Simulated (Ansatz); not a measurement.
One geometry of AlN₂, several levels of theory.

```yaml
crystal:
  periodic: [false, false, false]
  atoms:
    - {symbol: Al, position_ang: [-1.663217, -0.287592, -0.156546]}
    - {symbol: N, position_ang: [0.275395, 0.055250, 0.023754]}
    - {symbol: N, position_ang: [1.387832, 0.232342, 0.132782]}
basis:
  gaussian: {orbitals: def2-SVP, initial_orbitals: start.molden}
magnetization: {spin_polarized: true, initial_magnetization: 1}
hamiltonian: {xc: pbe, dispersion: d4}
scf: {omitted_lower_state_checks: [starts]}
output: {orbitals: {seedname: orbitals}}
```

The file start.molden holds the orbitals of an earlier run on this structure, at another level or in another basis.

```sh
$ ansatz run in.yaml --threads 4 --pin off --events-out ev --progress --plain --max-ram 3916MiB
```

Shortened log:

```
Functional definition: PBE
537 factors; their error is unknown
mean field evaluation 1: about -9564.2017 eV, gradient 4.3e0 eV
mean field evaluation 2: about -9564.3085 eV, gradient 1.1e-1 eV
mean field evaluation 4: about -9564.2714 eV, gradient 5.0e-4 eV
mean field evaluation 8: about -9564.2714 eV, gradient 2.5e-5 eV
mean field -9564.27144763 eV, -351.4804928044 hartree, gradient 5.3e-6 eV, S^2 0.753952; 0 other end points of the search recorded, 0 dependent functions left out
reference -9564.27147430 eV, -351.4804937844 hartree; 14, 13 occupied and 32, 33 virtual orbitals, 537 factors
Total energy: -9564.33102454 eV, -351.4826822153 hartree
Checks for a lower state left out: starts
```

Hardware: 4 threads of Arm Neoverse V2 on a shared host. Wall time 0.7 s.

The first input with `gaussian: {orbitals: def2-TZVPD, initial_orbitals: start.molden}`, `hamiltonian: {xc: r2scan, dispersion: d4}` (abridged; 17 s):

```
Functional definition: r2SCAN
mean field evaluation 16: about -9574.5184 eV, gradient 1.3e-2 eV
mean field evaluation 32: about -9574.5183 eV, gradient 6.8e-6 eV
mean field -9574.51833853 eV, -351.8570590992 hartree, gradient 6.8e-6 eV, S^2 0.762700; 1 other end points of the search recorded, 0 dependent functions left out
Total energy: -9574.53086217 eV, -351.8575193348 hartree
Checks for a lower state left out: starts
```

As the first input, with `gaussian: {orbitals: def2-TZVP, initial_orbitals: start.molden}`, `hamiltonian: {xc: {name: revPBE}, dispersion: d4}` (abridged; 1.3 s):

```
Functional definition: revPBE
mean field -9574.92382034 eV, -351.8719602809 hartree, gradient 7.0e-6 eV, S^2 0.756695
Total energy: -9575.10050194 eV, -351.8784532102 hartree
Checks for a lower state left out: starts
```

The first input with `gaussian: {orbitals: def2-TZVP, initial_orbitals: start.molden}`, `hamiltonian: {xc: r2scan, dispersion: d4}`, `output: {forces: true, orbitals: {seedname: orbitals}}` (abridged; 16 s):

```
Functional definition: r2SCAN
mean field evaluation 16: about -9574.5037 eV, gradient 1.8e-2 eV
mean field evaluation 32: about -9574.5037 eV, gradient 1.9e-5 eV
mean field -9574.50367807 eV, -351.8565203373 hartree, gradient 3.7e-10 eV, S^2 0.762364; 1 other end points of the search recorded, 0 dependent functions left out
WARN: the results are in doubt because the forces break the atoms' symmetry
Total energy: -9574.51620120 eV, -351.8569805541 hartree
Atom 0 force    -0.004228     0.001209    -0.001724 eV/Å
Atom 1 force    -0.001481    -0.005530     0.003487 eV/Å
Atom 2 force     0.005709     0.004321    -0.001763 eV/Å
Dipole moment:    -0.086405    -0.011891    -0.008567 e Å
In doubt: the forces break the atoms' symmetry
Checks for a lower state left out: starts
```

As the first input, with `gaussian: {orbitals: def2-TZVP, initial_orbitals: start.molden}` (abridged; 1.3 s):

```
Functional definition: PBE
mean field -9570.10121583 eV, -351.6947328341 hartree, gradient 7.4e-6 eV, S^2 0.755493
Total energy: -9570.16079688 eV, -351.6969223974 hartree
Checks for a lower state left out: starts
```

The first input with `gaussian: {orbitals: def2-TZVPD, initial_orbitals: start.molden}` (abridged; 1.7 s):

```
Functional definition: PBE
mean field -9570.11908656 eV, -351.6953895712 hartree, gradient 7.8e-6 eV, S^2 0.755526
Total energy: -9570.17867017 eV, -351.6975792288 hartree
Checks for a lower state left out: starts
```

As the first input, with `hamiltonian: {xc: pbe0, dispersion: d4}` (abridged; 0.8 s):

```
Functional definition: PBE0
mean field -9564.53388480 eV, -351.4901371924 hartree, gradient 5.6e-6 eV, S^2 0.757421
Total energy: -9564.58366717 eV, -351.4919666610 hartree
Checks for a lower state left out: starts
```

Geometry: r2SCAN-D4/def2-TZVP.

At r2SCAN-D4/def2-TZVP the program marks the result for the charge 0 doublet as doubtful (asymmetric forces). The structure comes from a short search, and lower isomers may exist.
